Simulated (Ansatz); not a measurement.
We consider K₂Hg₃Sn₂S₈ (Aea2, No. 41; cell taken from a computed entry), described by PBE0 (Ansatz, a first-principles code, plane waves, PAW).

Settings: plane-wave cutoff 460 eV, 2×4×4 k mesh (along the axes of the cell as run), Fermi–Dirac smearing 0.01 eV, scalar-relativistic PAW data made under PBE.

Cell (relaxed with PBEsol):

Space group Aea2 (No. 41); a = 19.5803 Å, b = 9.8739 Å, c = 8.4983 Å, α = β = γ = 90.00°

| atom | site | symmetry | x | y | z |
|---|---|---|---|---|---|
| K | 8b | 1 | 0.1188 | 0.2909 | 0.1575 |
| Sn | 8b | 1 | 0.3664 | 0.2847 | 0.1625 |
| Hg | 8b | 1 | 0.2459 | 0.0379 | 0.3524 |
| Hg | 4a | ..2 | 0.0000 | 0.0000 | 0.0088 |
| S | 8b | 1 | 0.3674 | 0.0817 | 0.3220 |
| S | 8b | 1 | 0.3744 | 0.4885 | 0.3189 |
| S | 8b | 1 | 0.4701 | 0.2700 | 0.0047 |
| S | 8b | 1 | 0.2672 | 0.2865 | 0.0044 |
(The calculation used a cell of 30 atoms; values per cell refer to that cell.)

### Question
Estimate the band gap and smallest direct gap on the k points sampled that the calculation returns.

### Answer

band gap: 2.91 eV (on the SCF k mesh)
smallest direct gap on the k points sampled: 3.61 eV

Note: cell and atoms aren't relaxed at this level (largest force component 0.21 eV/Å, pressure 0.7 GPa).

Spin–orbit coupling is not included.

The computed numbers hold no vibrational or temperature effects.

The result took roughly 2.4 core-hours.
